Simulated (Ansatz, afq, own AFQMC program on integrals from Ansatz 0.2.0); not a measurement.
AFQMC on a folder of integrals that Ansatz 0.2.0 wrote.

```yaml
crystal:
  periodic: [false, false, false]
  atoms:
    - {symbol: Si, position_ang: [0.000000, 0.000000, 0.645532]}
    - {symbol: N, position_ang: [0.000000, 0.000000, -1.059936]}
    - {symbol: H, position_ang: [0.000000, 0.834992, -1.628999]}
    - {symbol: H, position_ang: [0.000000, -0.834993, -1.628999]}
basis:
  gaussian: {orbitals: cc-pVDZ}
magnetization: {spin_polarized: true, initial_magnetization: 1}
correlation: {method: ccsd_t, electrons: outside_noble_gas, hamiltonian_folder: ham}
```

```sh
$ ansatz run in.yaml --threads 1 --pin off --events-out ev --progress --plain --max-ram 1382MiB
```

Options of the walk:

```
--method phaseless --trial cisd --walkers 60 --populations 1 --least-time 40 --time-step 0.005 --steps-per-block 50 --equilibration-blocks 28 --max-blocks 300 --target-error 0.0004 --factor-cut 1e-05 --start spin_pure --seed 8210 --release-times 0.24,0.51,0.99,1.62,2.4 --release-step 0.03 --release-every 4 --taylor-order 6
```

Times are imaginary, in 1/Eh. The walk had a cap of 1172 s.

Output of the walk:

```
orbitals 36  electrons 6 5  factors 276 of 407
reference energy -344.51884198 Eh
CCSD correlation -0.26369421 Eh in 11 cycles, weight of the determinant in the CISD state 0.8795
energy of the start -344.781608 Eh
 block  time / (1/Eh)  mean weight  energy / Eh
     1     0.250  1.0008  -344.778931
     2     0.500  1.0005  -344.780648
     3     0.750  1.0014  -344.785146
     4     1.000  1.0015  -344.788478
     5     1.250  0.9996  -344.787523
     8     2.000  0.9999  -344.787582
    17     4.250  1.0004  -344.789269
    41    10.250  0.9964  -344.788156
    65    16.250  1.0002  -344.814479
    89    22.250  1.0006  -344.792368
   113    28.250  0.9994  -344.791674
   137    34.250  0.9957  -344.795515
   161    40.250  0.9998  -344.786371
   169    42.250  1.0003  -344.781492
   185    46.250  1.0000  -344.797330
   209    52.250  1.0030  -344.790186
   233    58.250  0.9970  -344.790827
   257    64.250  0.9988  -344.788153
   281    70.250  0.9994  -344.786370
   305    76.250  1.0024  -344.788425
   321    80.250  0.9993  -344.784409
blocks merged  error / Eh  count
     1  0.000326  300
     2  0.000389  150
     4  0.000458  75
     8  0.000521  37
    16  0.000555  18
    32  0.000436  9
released: time / (1/Eh)  energy / Eh  error  mean overlap
  0.24  -344.791143  0.000413  1.0033
  0.51  -344.791795  0.000431  0.9926
  0.99  -344.792110  0.000463  0.9897
  1.62  -344.791740  0.000535  0.9823
  2.40  -344.791711  0.000821  0.9820
energy -344.791102 +/- 0.000555 Eh
(rows thinned)
```

The run passed its tests (sampling time, drift between the halves within three errors, error under three times the target), which doesn't prove that it has relaxed.

Against this walk (error 15.1 meV) on the same determinant: CCSD(T) 25.0 meV higher (within the noise), CCSDT(Q) 14.7 meV lower (within the noise). The error is statistical and leaves out the bias of the constraint. Released to 2.40 1/Eh the energy moves by -17 ± 27 meV (both errors), within twice the noise.

Cautions: constraint bias not in the error; error above the target (15.1 against 10.9 meV).

The walk took 6 min on 1 thread of Intel(R) Xeon(R) Platinum 8488C (Sapphire Rapids), on a shared host. The log's last line is the phaseless energy.

CCSDT and higher add their correlation energy to the determinant of the CCSD(T) run, since their own runs factorise the integrals more tightly (a shift of under 2 meV). A walk keeps the symmetry of its determinant, which the program's search chose and which needn't be the lowest solution, so a lower state of the same spin and another symmetry isn't excluded.
